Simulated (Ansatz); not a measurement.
The cluster B₂F, relaxed as a quartet with UKS PBE0-D4/def2-TZVP in Ansatz, starting from the PBE0-D4/def2-TZVP geometry of the neutral doublet. Force threshold 0.02 eV/Å.

The structure comes from a short search, and lower isomers may exist.

Start:

```xyz
3

B     0.140    0.073    0.028
B    -0.577   -0.401   -1.276
F     0.437    0.328    1.248
```

```
step  energy (eV)  largest force component (eV/Å)  SCF passes
   1   -4062.5042                           1.377          26
   2   -4062.5661                           0.690          32
   3   -4062.6066                           0.362          31
   4   -4062.6077                           0.377          31
   5   -4062.6099                           0.006          32
```

Force components are those of the run's own axes.

End:

```xyz
3

B     0.028    0.020    0.069
B    -0.522   -0.375   -1.287
F     0.494    0.355    1.218
```

By distances, no bond broke or formed. The bond that changes most is B1–B2, from 1.56 to 1.52 Å (atoms count from 1).

No frequencies were taken in this run, so the end may be a saddle point.

Run time 3.1 s (4 threads of Arm Neoverse V1 on a shared host).
